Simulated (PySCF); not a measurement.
## SMILES C=CC(=C)Cl, C4H5Cl

Cartesian coordinates in Å; atom numbers follow the order of the lines, from 1:
```xyz
10

C     1.0027    1.4301   -0.5035
C     0.4560    0.4248    0.1721
C    -0.6308   -0.4261   -0.2817
C    -1.1392   -1.4199    0.4427
Cl   -1.2797   -0.1037   -1.8575
H     0.6600    1.7030   -1.4942
H     1.8125    2.0067   -0.0751
H     0.8222    0.1753    1.1644
H    -0.7329   -1.6203    1.4267
H    -1.9485   -2.0390    0.0821
```

Method: PySCF 2.14.0, quadratic response CAM-B3LYP/def2-TZVPD first hyperpolarisability, Taylor convention, gas phase. Geometry: PBE0-D3(BJ)/def2-TZVP.

(1) Give the tensor of the second harmonic β(−2ω;ω,ω) at 1064 nm in the axes of these coordinates.

## Answers

(1) In au, Taylor convention; rows are the first index (the induced dipole):
|  | xx | yy | zz | xy | xz | yz |
| --- | --- | --- | --- | --- | --- | --- |
| x | -7.5 | +6.4 | -0.4 | +10.0 | +9.9 | +5.9 |
| y | +9.4 | -3.7 | +26.5 | +5.3 | +6.9 | -19.1 |
| z | +11.2 | -16.8 | -47.3 | +7.5 | -2.0 | +25.2 |

Norm of βᵢ = ⅓ Σⱼ (βᵢⱼⱼ + βⱼᵢⱼ + βⱼⱼᵢ): 63.8 au, hyper-Rayleigh value 30.0 au.
